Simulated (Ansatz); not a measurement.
A calculation with Ansatz (development build ahead of 0.2.0).

```yaml
crystal:
  periodic: [false, false, false]
  atoms:
    - { symbol: C, position_ang: [0.03218, -0.29326, -1.2827] }
    - { symbol: C, position_ang: [-0.04331, 0.60395, -0.00497] }
    - { symbol: C, position_ang: [0.03736, -0.26237, 1.30376] }
    - { symbol: H, position_ang: [0.03284, 0.38175, -2.1374] }
    - { symbol: H, position_ang: [0.88002, -0.91974, -1.36901] }
    - { symbol: H, position_ang: [-0.91031, -0.94914, -1.30208] }
    - { symbol: H, position_ang: [-0.87898, 1.21986, -0.04192] }
    - { symbol: H, position_ang: [0.91352, 1.21098, -0.00401] }
    - { symbol: H, position_ang: [0.00688, 0.35428, 2.21993] }
    - { symbol: H, position_ang: [-0.93525, -0.91483, 1.30709] }
    - { symbol: H, position_ang: [0.87996, -0.88573, 1.27708] }
basis:
  gaussian: { orbitals: cc-pVDZ }
hamiltonian:
  xc: hf
correlation:
  method: mp2
  frozen_orbitals: { C: 1, H: 0 }
```

The input is written out in the form of the current development build from the run's settings.

Output:

| Property | Result |
| --- | --- |
| Converged | yes |
| Reference energy | -118.25573 hartree |
| Correlation energy | -0.44659 hartree |
| Total energy | -118.70232 hartree |
| Spin squared of the determinant | 0.000 |
